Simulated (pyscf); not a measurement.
Single points on ωB97X-D3(BJ)/def2-SVP structures (PySCF, gas phase). Correlated levels are frozen-core, on RHF or UHF. ΔMP2 is the change of the MP2 total energy from the triple- to the quadruple-zeta basis.

How much does it cost (ΔH, 298 K, CCSD(T)/def2-TZVPP + ΔMP2(QZVPP)) to split H₂N–Si(OH)(F)–F at its O–Si bond into H₂N–Si•(F)–F + OH•?

O–Si to H₂N–Si•(F)–F + OH•: 139.1 kcal/mol. Other isomers of H₂N–Si•(F)–F were not searched in full and may lie lower. The CCSD(T) − MP2 part came from Ansatz, without density fitting, on the same reference. Left out: the spin-orbit lowering of OH.
